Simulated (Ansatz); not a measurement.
# hcp Hf

Computed with PBEsol (PAW; Ansatz, a program for electronic structure).

Numerical settings: plane-wave cutoff 500 eV, 18×12×1 k mesh (along the axes of the cell as run), Fermi–Dirac smearing 0.1 eV, scalar-relativistic PAW data made under PBE.

Cell: relaxed at this level.

```
Quantity                                Value
----------------------------------  ---------
surface energy of the (10-10) face  2.03 J/m²
work function of the (10-10) face     3.99 eV
```

The slab of 10 atoms is relaxed and unreconstructed.

Spin–orbit coupling is not included.

Static lattice: no zero-point or thermal effects.

Computing time: about 50 core-minutes (a rough figure).
